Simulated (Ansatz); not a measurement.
Saddle point of CH7BO, singlet (CH₅BO ([BH2][O][CH3]) + H₂ → CH₄O ([CH3][OH]) + BH₃ (still joined by a long B–O bond); bonds formed: B1–H7, O2–H6; bonds broken: H6–H7; bonds weakened to dative contacts: B1–O2), PBE0-D4/def2-TZVP structure:

```xyz
10
angstrom
B -0.7387 0.7982 -0.5359
O 0.5836 -0.0261 -0.5304
C 0.6178 -1.0975 0.3940
H -0.9602 1.2764 -1.6074
H -1.6199 0.3088 0.1107
H 0.4739 1.0923 0.0513
H -0.2469 1.7945 0.2214
H 1.6178 -1.5328 0.3743
H 0.3912 -0.7601 1.4120
H -0.1187 -1.8536 0.1099
```

Energies are electronic, without zero-point energy. Barriers and step energies count from the start structure reached by relaxing down the imaginary mode; all methods use the PBE0-D4 structures, on which another method's saddle can fall below an end. Computed with Ansatz 0.2.0 (basis: def2-TZVPP, with def2-QZVPP for the basis limit); correlated methods freeze the cores. B3LYP uses VWN-RPA correlation. Extrapolation: Hartree–Fock as exp(−7.88 √X), correlation as X^−2.97.

```csv
method,barrier (eV),step energy (eV)
SPW92,0.986,0.255
PBE-D4,1.397,0.551
BLYP-D4,1.711,0.740
r2SCAN-D4,?,0.556
B97M-V,1.649,0.576
PBE0-D4,?,0.492
B3LYP-D4,1.746,0.666
r2SCAN0-D4,1.570,0.509
BHLYP-D4,1.879,0.618
CAM-B3LYP-D4,1.716,0.595
wB97X-V,1.668,0.554
wB97M-V,1.674,0.557
B2PLYP,?,0.654
PBE-QIDH,1.591,0.493
RPA on PBE,1.760,0.606
HF,2.378,0.790
MP2,1.672,0.579
CCSD,1.809,0.571
CCSD(T),1.731,0.567
```

(1) Fill in the withheld barriers. (To be estimated.)

The T1 diagnostic stays at or below 0.015.

Answers

(1) By the calculation: r2SCAN-D4 1.509; PBE0-D4 1.489; B2PLYP 1.761 eV. Each is the energy of the saddle less that of the start structure, by the same method.

For comparison, the barrier by CCSD(T) at an estimated basis limit (MP2 extrapolated from triple and quadruple zeta, plus CCSD(T) − MP2 in triple zeta) is 1.734 eV.

Labels in which every atom is bracketed show which atoms are joined, not bond orders.

For scale, one of the runs: CCSD(T)/def2-TZVPP, 191 basis functions, launched by `ansatz run in.yaml --threads 2 --pin off --events-out ev --progress --plain --max-ram 4352MiB`. The run took 19 s on 2 CPU threads of an AMD EPYC 9R45 (shared host), with 2.2 GiB of host memory at its peak.
